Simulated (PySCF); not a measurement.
# Oscillator strengths, rates and cross-sections

Species: C₅H₉ (charge +1).
Bonds: C1–C2 (double), C2–C3, C3–C4, C3–C5. Hydrogens: H6, H7 on C1; H8 on C2; H9, H10, H11 on C4; H12, H13, H14 on C5.

Method used: TDDFT wB97X-D/def2-SVPD, vertical, gas phase, core orbitals frozen in the response in PySCF. Geometry: GFN2-xTB; no solvent, vibrations or thermal averaging. Torsions of this conformer, `[CH2:1]=[CH:2][C+:3]([CH3:4])[CH3:5]`: C1–C2–C3–C4 7°.

Relations used (vacuum, state to state): A = 0.6670 f ν̃² s⁻¹ (ν̃ in cm⁻¹); τ = 1/A; f = (2/3) ΔE |μ|² in atomic units; ∫σ dE = 109.76 f Mb·eV.

These lifetimes count emission to the ground state at the vertical energy alone; relaxation of the geometry and all other decay channels are left out.

Energies and rates of the computed singlets with f of 0.002 or more:

| state | λ (nm) | A (s⁻¹) |
| --- | --- | --- |
| S1 | 243.8 | 3.95×10⁸ |
| S2 | 233.0 | 6.44×10⁶ |
| S4 | 196.8 | 1.70×10⁷ |
| S5 | 179.6 | 5.68×10⁷ |
| S6 | 176.0 | 3.22×10⁸ |
| S7 | 148.0 | 8.53×10⁶ |
| S8 | 142.3 | 2.56×10⁷ |

Q: Go back from the rates to the oscillator strengths and transition dipoles.

A: f = A / (0.6670 ν̃²), and |μ| follows from f:

```json
{"state": "S1", "f": "0.352", "|μ| (D)": "4.27", "τ": "2.5 ns", "main configurations (H = HOMO, L = LUMO)": "H→L (96%)"}
{"state": "S2", "f": "0.0052", "|μ| (D)": "0.51", "τ": "160 ns", "main configurations (H = HOMO, L = LUMO)": "H-1→L (89%)"}
{"state": "S4", "f": "0.0099", "|μ| (D)": "0.64", "τ": "59 ns", "main configurations (H = HOMO, L = LUMO)": "H-3→L (48%), H-4→L (36%)"}
{"state": "S5", "f": "0.027", "|μ| (D)": "1.02", "τ": "18 ns", "main configurations (H = HOMO, L = LUMO)": "H-5→L (85%)"}
{"state": "S6", "f": "0.150", "|μ| (D)": "2.37", "τ": "3.1 ns", "main configurations (H = HOMO, L = LUMO)": "H-4→L (52%), H-3→L (36%), H-5→L (9%)"}
{"state": "S7", "f": "0.0028", "|μ| (D)": "0.30", "τ": "120 ns", "main configurations (H = HOMO, L = LUMO)": "H-7→L (92%)"}
{"state": "S8", "f": "0.0078", "|μ| (D)": "0.48", "τ": "39 ns", "main configurations (H = HOMO, L = LUMO)": "H-6→L (95%)"}
```

Q: Suppose S1 emitted 0.3 eV lower with the same transition dipole. How would A change?

A: At fixed |μ|, A goes as the cube of the energy: (4.79/5.09)³ = 0.83, which makes τ about 3 ns.

Q: By what factor does the largest A in the list exceed the smallest?

A: S1 has 61 times the rate of S2.

Q: How much energy does a mole of photons resonant with S1 carry?

A: 5.085 eV × 96.485 = 491 kJ/mol (117 kcal/mol).
